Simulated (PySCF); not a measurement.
Compound: C5H10F (doublet state).
Z-matrix (Å and degrees, PBE0-D3(BJ)/def2-SVP geometry), rows numbered from 1:
```
C 
C   1  1.4843
C   2  1.4939  1  122.77
C   3  1.5239  2  112.78  1   158.31
C   3  1.5272  2  110.35  1   -77.35
F   5  1.3746  3  110.73  2   176.75
H   1  1.1024  2  111.79  3  -148.34
H   1  1.1093  2  112.57  3    92.70
H   1  1.1020  2  111.67  3   -27.24
H   2  1.0961  1  118.50  3  -167.97
H   3  1.1073  2  108.25  1    37.95
H   4  1.0989  3  110.65  2   177.90
H   4  1.0995  3  111.02  2   -61.42
H   4  1.1026  3  110.72  2    58.33
H   5  1.1050  3  110.19  2   -63.18
H   5  1.1035  3  110.65  2    56.64
```

The hyperfine couplings belong to this conformer and change with its torsions.

Identity: `C[CH][C@@H](C)CF` [radical].

Level of theory: UKS B3LYP, IGLO-III on C F, pcH-1 on H, non-relativistic, mean-field spin-orbit, GIAO (PySCF 2.14.0). Geometry: PBE0-D3(BJ)/def2-SVP, one conformer, isolated molecule. Stability of the SCF solution: not tested.

(1) The isotropic 13C couplings are +101.7, +98.6, -32.4, -28.5, +15.0 MHz. Assign them to C1; C2; C3; C4; C5.

## Answers

(1) 
| site | a_iso (MHz) | ρ(0) (bohr⁻³) | position | distance from C2 (Å) | spin population | largest \|T\| (MHz) |
| --- | --- | --- | --- | --- | --- | --- |
| C1 | -32.4 | -0.0289 | 1 bond from C2 | 1.48 | -0.09 | 2.5 |
| C2 | +101.7 | +0.0905 | largest spin population | 0.00 | +1.05 | 155.2 |
| C3 | -28.5 | -0.0253 | 1 bond from C2 | 1.49 | -0.08 | 2.1 |
| C4 | +15.0 | +0.0133 | 2 bonds from C2 | 2.51 | +0.01 | 3.5 |
| C5 | +98.6 | +0.0877 | 2 bonds from C2 | 2.48 | +0.04 | 8.1 |

ρ(0) is the spin density at the nucleus and T the dipolar tensor; entries for several nuclei are means. Largest spin populations (Mulliken): C2 (+1.05), C1 (-0.09), C3 (-0.08) and H8 (+0.07). No atom but C2 exceeds +0.15. The positive populations add up to 1.23 and the negative ones to -0.23, together 2S = 1. The angles at C2 add up to 358.9°, so it is planar; its axial dipolar tensor and the negative coupling of its proton fit spin in a p orbital normal to that plane.

Examples of negative spin density at the nucleus (bohr⁻³): C1 (-0.0289), C3 (-0.0253) and H10 (-0.0137).

Class means assume fast exchange of nuclei equivalent by connectivity; if that motion is slow, each nucleus keeps its own coupling. The three 1H nuclei of mean +78.3 MHz run from 20.4 to 153.8 MHz in the frozen geometry.
